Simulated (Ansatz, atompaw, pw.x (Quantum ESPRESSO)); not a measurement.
## tungsten (W): one change to the PAW (atompaw) potential, in the atom and in the fcc crystal

```
Element                 : W (Z = 74)
Generator               : atompaw 4.2.0.5
Type                    : PAW
Functional              : PBEsol
Relativity              : scalar-relativistic
Frozen core             : [Xe] 4f14
Valence charge          : 6
Reference configuration : 5d4 6s1.5 6p0.5
Partial waves           : 6s (bound): rc 2.45 bohr; 6s channel at 1.9 Ry: rc 2.45 bohr; 6p (bound): rc 3.00 bohr; 6p channel at 1.4 Ry: rc 3.00 bohr; 5d (bound): rc 3.00 bohr; 5d channel at 0.1 Ry: rc 3.00 bohr
Local potential         : ultrasoft scheme with l = 3 at 0.5 Ry, radius 2.80 bohr
Core correction         : smooth core density matched at 2.00 bohr
Augmentation charge     : besselshape compensation charge, radius 2.60 bohr; PAW radius 3.00 bohr; waves and projectors: custom rrkj gramschmidtortho
```

Change: waves 6s (bound); 6s channel at 1.9 Ry; 6p (bound); 6p channel at 1.4 Ry; 5d (bound); 5d channel at 0.1 Ry; augmentation besselshape compensation charge, radius 2.60 bohr; PAW radius 3.00 bohr; waves and projectors: bloechl.

Cutoffs, loose and tight: the cutoffs (Ry, on a coarse ladder) from which the occupation-weighted sum of valence levels, in a spherical-Bessel basis at the reference potential, stays within 10 and 1 mRy of its value at 400 Ry. They see the waves, projectors and local potential, not the compensation charge or the core.

Crystal test: fcc W in pw.x 7.5, no spin, 14³ k-points, Fermi–Dirac smearing 0.01 Ry, cutoffs set for each file from its atomic test. The reference is all-electron LAPW (Ansatz 0.2.0) with the same functional, mesh and smearing; V0 and B0 come from Birch–Murnaghan fits to the pressures at five volumes. Errors are pseudo minus all-electron; Δ is the rms difference of the E(V) curves that follow from these fits, minima aligned, over ±6 % about the mean V0. Mesh and smearing are coarse, so the numbers serve the comparison and aren't converged zero-temperature values; the lattice is a test structure that the element need not adopt.

All-electron: a0 = 4.000 Å (V0 = 16.00 Å³/atom), B0 = 298.8 GPa.

Task: Does the change bring the crystal closer to the all-electron result?

Result: The mean pressure error goes from -0.96 to -11.85 GPa, so the change moves the solid further from the all-electron pressures.

| quantity | base | changed |
| --- | --- | --- |
| outcome (atom) | generated | generated |
| cutoff, loose (atom) | 10 Ry | 18 Ry |
| cutoff, tight (atom) | 15 Ry | 25 Ry |
| bound ghosts (atom) | none | p |
| cutoffs in pw.x (Ry) | 40/400 | 40/400 |
| a0 (Å) | 3.996 | 3.942 |
| a0 error (%) | -0.11 | -1.46 |
| B0 error (%) | +2.9 | -3.1 |
| Δ (meV/atom) | 3.4 | 44.8 |
| mean pressure error (GPa) | -0.96 | -11.85 |

Base: The largest radius (3.00 bohr) exceeds half the bond length (2.67 bohr), so the spheres overlap, which is one possible source of error among others. Changed file: The largest radius (3.00 bohr) exceeds half the bond length (2.67 bohr), so the spheres overlap, which is one possible source of error among others. This is a poor potential for the solid. Note: ghost state, extra bound levels that the all-electron valence spectrum of the same l lacks: p at -7.7 eV. A true bound ghost makes a file unfit for plane-wave use.
